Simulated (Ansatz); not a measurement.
The cluster Al₃⁻, relaxed as a singlet with RKS r2SCAN-D4/def2-TZVPD in Ansatz, starting from packed atoms. Force threshold 0.02 eV/Å.

The restricted singlet is unstable: a solution with broken spin symmetry lies lower. The highest occupied level of the charge -1 singlet lies above zero (up to 0.17 eV). Its loss leaves the charge 0 doublet, which lies 1.64 eV higher (vertical, at r2SCAN-D4/def2-TZVPD), but this difference is unsure: the doublet is doubtful (geometry relaxed on an unsound state). The structure comes from a short search, and lower isomers may exist.

Start:

```csv
atom,x (Å),y (Å),z (Å)
Al1,0.5347,0.2463,1.2387
Al2,-1.1986,-0.8449,-0.1335
Al3,0.6639,0.5987,-1.1052
```

Estimate the energy that the relaxation releases and the steps that it takes.

1.1 kcal/mol, in 3 steps; 3.8 s on 4 threads of Arm Neoverse V2 on a shared host. No frequencies were taken in this run, so the end may be a saddle point.

Does the start keep its bonding and symmetry?

By distances, no bond broke or formed. The bond that changes most is Al1–Al3, from 2.37 to 2.49 Å (atoms count from 1). Point group Cs at the start, D3h at the end, both within 0.05 Å.

Predict the relaxed structure.


Cartesian coordinates in Å:
```
Al 0.540 0.242 1.313
Al -1.173 -0.824 -0.158
Al 0.633 0.582 -1.155
```
Bond lengths (bridged metal pairs left out): 3 × Al–Al 2.49 to 2.50 Å.
